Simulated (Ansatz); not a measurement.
Consider the hydrogenolysis of a C–C bond: `CCS(C)(=O)=O` + H₂ → `CS(C)(=O)=O` + CH₄.

Isolated molecules relaxed with PBE0-D4/def2-TZVP in Ansatz; ΔE leaves out vibrations. CBS: MP2 limit from def2 TZ/QZ plus the TZ coupled-cluster correction, frozen cores. This one scheme is used for every species. DFT in def2-TZVPP. Each species was taken in one conformer, which may not be the lowest.

```json
{"level": "B2PLYP", "ΔE (kJ/mol)": "-71.9"}
{"level": "r2SCAN", "ΔE (kJ/mol)": "-68.2"}
{"level": "PBE0", "ΔE (kJ/mol)": "-71.3"}
{"level": "MP2/def2-TZVPP", "ΔE (kJ/mol)": "-61.1"}
{"level": "CCSD/def2-TZVPP", "ΔE (kJ/mol)": "-68.6"}
{"level": "HF/def2-QZVPP", "ΔE (kJ/mol)": "-86.6"}
{"level": "MP2/CBS(def2)", "ΔE (kJ/mol)": "-60.3"}
{"level": "CCSD/CBS(def2)", "ΔE (kJ/mol)": "-67.7"}
```

(1) What does CCSD(T)/CBS give? (Estimate.)

Largest T1 diagnostic among the species: 0.015.

## Answers

(1) The calculation gave: -63.4 kJ/mol. The listed levels differ from it by -8.5, -4.8, -7.9, 2.3, -5.2, -23.2, 3.1, -4.3 kJ/mol.

The D4 term adds +11.0 kJ/mol with B3LYP and +6.2 kJ/mol with PBE0; it sums over pairs of atoms, weighted by their polarisabilities, and B3LYP, whose exchange is more repulsive, gets the larger term. In def2-TZVPP, CCSD(T) changes the Hartree–Fock value by +22.2 kJ/mol (the triples alone add +4.4 kJ/mol) and MP2 by +25.3 kJ/mol.

B3LYP here is the variant with VWN-RPA as its local correlation; programs differ in this.
